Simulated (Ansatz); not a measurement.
Input file:

```yaml
crystal:
  periodic: [false, false, false]
  atoms:
    - {symbol: Ga, position_ang: [0.000000, -0.120036, 2.160747]}
    - {symbol: C, position_ang: [0.000004, -0.109565, 0.325504]}
    - {symbol: N, position_ang: [-0.000001, -0.234964, -0.877884]}
    - {symbol: H, position_ang: [-0.000002, 0.464565, -1.608367]}
basis:
  gaussian: {orbitals: cc-pVDZ}
magnetization: {spin_polarized: false, initial_magnetization: 1}
correlation: {method: sc_nevpt2, electrons: outside_noble_gas, active_space: {window: {electrons: 9, orbitals: 9}}}
```

```sh
$ ansatz run in.yaml --threads 1 --pin off --events-out ev --progress --plain --max-ram 2393MiB
```

Output:

```
638 factors; integrals over basis functions are off by at most 1.5e-3 eV
mean field evaluation 1: about -54857.7841 eV, gradient 2.1e1 eV
mean field evaluation 2: about -54857.8678 eV, gradient 2.1e1 eV
mean field evaluation 4: about -54859.1257 eV, gradient 3.9e0 eV
mean field evaluation 8: about -54859.1821 eV, gradient 4.4e-1 eV
mean field evaluation 16: about -54859.1861 eV, gradient 2.6e-6 eV
mean field evaluation 32: about -54859.1607 eV, gradient 1.4e0 eV
mean field evaluation 64: about -54859.0545 eV, gradient 4.2e0 eV
mean field -54859.18607986 eV, -2016.0379035431 hartree, gradient 2.6e-6 eV, S^2 0.750000; 6 other end points of the search recorded, 0 dependent functions left out
reference -54859.18607986 eV, -2016.0379035431 hartree; 23, 22 occupied and 37, 38 virtual orbitals, 638 factors
state -54862.71097109 eV, -2016.1674409065 hartree
state -54862.71097109 eV, -2016.1674409065 hartree; corrected -54867.50109160 eV, -2016.3434745885 hartree
state -54862.39597144 eV, -2016.1558648829 hartree
state -54862.39597144 eV, -2016.1558648829 hartree; corrected -54867.57473078 eV, -2016.3461807782 hartree
state -54862.39597144 eV, -2016.1558648829 hartree; corrected -54867.57473078 eV, -2016.3461807782 hartree
state -54861.87461930 eV, -2016.1367055451 hartree
state -54861.87461930 eV, -2016.1367055451 hartree; corrected -54867.98224681 eV, -2016.3611567161 hartree
state -54861.87461930 eV, -2016.1367055451 hartree; corrected -54867.98224681 eV, -2016.3611567161 hartree
the orbitals are reached from a further start. From the first start the search ends at -54862.71090492 eV, -2016.1674384745 hartree
WARN: the results are in doubt because another end's mean lies 0.836 eV lower, and its corrected mean 0.481 eV higher
Total energy: -54867.98224681 eV, -2016.3611567161 hartree
In doubt: another end's mean lies 0.836 eV lower, and its corrected mean 0.481 eV higher
```

For the same geometry and basis UCCSDT(Q) lies 1037.5 meV lower.

Ran on 1 thread of Arm Neoverse V1, shared host: 23 s wall, 0.19 GiB peak host memory.
